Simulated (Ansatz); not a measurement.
# CH2NOP: taking an electron away

Aim: the vertical ionisation energy of CH2NOP, as cation minus neutral at the neutral's geometry, on several levels, and how well −ε(HOMO) stands in for it.

The runs use Ansatz 0.2.0, Gaussian basis; unrestricted cation, the program's frozen cores in correlated methods.

Plan: UKS PBE-D4/def2-TZVPP; UKS r2SCAN-D4/def2-TZVPP; UKS PBE0-D4/def2-TZVPP; UKS B3LYP-D4/def2-TZVPP; UKS wB97X-V/def2-TZVPP; UKS wB97M-V/def2-TZVPP; UKS B2PLYP/def2-TZVPP; UHF-CCSD(T)/def2-TZVPP; UHF-MP2/def2-QZVPP; extrapolation to the limit; then −ε(HOMO) from the neutral's earlier runs with LDA (SPW92), PBE-D4, revPBE-D4, BLYP-D4, r2SCAN-D4, B97M-V, PBE0-D4, B3LYP-D4, r2SCANh-D4, r2SCAN0-D4, HSE06-D4, BHLYP-D4, CAM-B3LYP-D4, LC-ωPBE, ωB97X-V, ωB97M-V.

**1. The relaxed structure**

All runs share one geometry, relaxed beforehand with PBE0-D4 in a triple-zeta def2 set.

SMILES `O=C=NP`, 6 atoms, charge 0, spin multiplicity 1.

Atoms are counted from 1 here; the program's logs count them from 0.

Bond lengths: O1–C2 1.165 Å, C2–N3 1.198 Å, N3–P4 1.702 Å, P4–H5 1.422 Å, P4–H6 1.422 Å. Angles: O1–C2–N3 175.4°, C2–N3–P4 142.6°, N3–P4–H5 97.2°, N3–P4–H6 97.2°, H5–P4–H6 92.0°.

**2. Cation, UKS PBE-D4/def2-TZVPP**

in.yaml

```yaml
crystal:
  periodic: [false, false, false]
  atoms:
    - {symbol: O, position_ang: [1.232669, -2.073979, 1.254807]}
    - {symbol: C, position_ang: [0.766618, -1.160338, 0.703122]}
    - {symbol: N, position_ang: [0.376902, -0.185941, 0.124449]}
    - {symbol: P, position_ang: [-1.036554, 0.580446, -0.432358]}
    - {symbol: H, position_ang: [-0.568142, 0.890842, -1.738134]}
    - {symbol: H, position_ang: [-0.729492, 1.884870, 0.042013]}
basis:
  gaussian: {orbitals: def2-TZVPP}
total_charge: 1
magnetization: {spin_polarized: true, initial_magnetization: 1}
hamiltonian: {xc: pbe, dispersion: d4}
```

The runs that follow: Cation, UKS r2SCAN-D4/def2-TZVPP; Cation, UKS PBE0-D4/def2-TZVPP; Cation, UKS B3LYP-D4/def2-TZVPP; Cation, UKS wB97X-V/def2-TZVPP; Cation, UKS wB97M-V/def2-TZVPP; Cation, UKS B2PLYP (frozen core)/def2-TZVPP; Cation, UHF-CCSD(T)/def2-TZVPP; Cation, UHF-MP2/def2-QZVPP.

Q: Predict the results of all the runs planned. Wanted: ionisation energy, CCSD(T)/CBS; nearest functional by difference; nearest −ε(HOMO); −ε(HOMO) of PBE; T1 of the cation.

As calculated:

```
                        quantity               value
  ionisation energy, CCSD(T)/CBS            10.02 eV
nearest functional by difference  ωB97M-V (-0.14 eV)
                nearest −ε(HOMO)  LC-ωPBE (+0.11 eV)
                 −ε(HOMO) of PBE             6.34 eV
                T1 of the cation               0.026
```

In words: By cation minus neutral, the functionals miss by 0.46 eV at most. −ε(HOMO) of PBE misses by 3.7 eV, since self-interaction lifts the level. Among orbital estimates LC-ωPBE comes nearest. Hartree-Fock falls 0.88 eV short, as the neutral has more correlation energy than the cation. The cation may have settled in a state other than its lowest; no search over hole states beyond the program's own was made.
